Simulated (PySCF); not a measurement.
Record of a relaxation.

Compound: AlClH2.
SMILES with atom numbers: `[AlH2:1][Cl:2]` (hydrogens: H3, H4 on Al1)

Method: PBE0-D3(BJ)/def2-SVP geometry optimisation, gas phase (PySCF); density fitting, grid level 1; the optimiser is geomeTRIC in internal coordinates, started from a GFN2-xTB structure with every atom displaced at random (about 0.01 Å). The frame can shift and turn from step to step; on so coarse a grid that alone can change the energy by a few meV, and forces under 0.02 eV/Å are noise.

Step 0: E = -19139.9694 eV, largest atomic force 2.505 eV/Å
```
atom  x, y, z in Å  |  force x, y, z in eV/Å
Al1    -0.073   -0.018   -0.001   -2.208   1.070  -0.021
Cl2     1.910   -0.125   -0.012    2.501  -0.137  -0.003
H3     -0.844    1.358   -0.007    0.190   0.247   0.017
H4     -0.955   -1.241   -0.013   -0.482  -1.180   0.007
```

Step 1: E = -19140.1809 eV, largest atomic force 0.376 eV/Å
```
atom  x, y, z in Å  |  force x, y, z in eV/Å
Al1    -0.606    0.000    0.080   -0.094  -0.223   0.004
Cl2     1.507   -0.120    0.063   -0.179  -0.030  -0.001
H3     -1.243    1.448    0.106    0.023  -0.026  -0.002
H4     -1.467   -1.357    0.070    0.250   0.280   0.000
```

Step 2: E = -19140.1876 eV, largest atomic force 0.088 eV/Å
```
atom  x, y, z in Å  |  force x, y, z in eV/Å
Al1    -0.608    0.004    0.083   -0.001  -0.056  -0.013
Cl2     1.498   -0.136    0.061   -0.088   0.004   0.003
H3     -1.254    1.446    0.105    0.028   0.015   0.005
H4     -1.444   -1.342    0.070    0.061   0.037   0.005
```

Step 3: E = -19140.1883 eV, largest atomic force 0.057 eV/Å
```
atom  x, y, z in Å  |  force x, y, z in eV/Å
Al1    -0.614    0.001    0.076    0.026   0.041   0.031
Cl2     1.490   -0.135    0.063   -0.018  -0.009  -0.009
H3     -1.246    1.448    0.108   -0.001   0.003  -0.011
H4     -1.438   -1.343    0.072   -0.007  -0.035  -0.011
```

Step 4: E = -19140.1883 eV, largest atomic force 0.050 eV/Å
```
atom  x, y, z in Å  |  force x, y, z in eV/Å
Al1    -0.614    0.002    0.087    0.011   0.036  -0.033
Cl2     1.487   -0.136    0.059    0.006  -0.006   0.007
H3     -1.245    1.450    0.105   -0.003  -0.003   0.013
H4     -1.436   -1.344    0.069   -0.014  -0.027   0.013
```

Step 5: E = -19140.1885 eV, largest atomic force under 0.02 eV/Å
```
atom  x, y, z in Å  |  force x, y, z in eV/Å
Al1    -0.613    0.004    0.083   -0.002   0.004  -0.005
Cl2     1.488   -0.139    0.060   -0.001   0.001   0.000
H3     -1.247    1.451    0.106    0.004   0.000   0.003
H4     -1.436   -1.344    0.071   -0.001  -0.005   0.003
```

**Question.** Summarise the path.

**Answer.** The energy falls by 21.14 kJ/mol from step 0 to step 5; nine tenths of that is first reached at step 1. It falls at every step. The largest force goes from 2.505 to under 0.02 eV/Å. Among the bonds Al1–Cl2 changes most, from 1.987 to 2.107 Å; the atoms move by 0.087 Å rms after alignment.

What follows is the cost of the whole optimisation. On one thread of an Intel Xeon Platinum 8488C, shared host with 96 logical CPUs at a one-minute load of 36, this took 3.3 s wall and 0.27 GiB of memory at its peak.
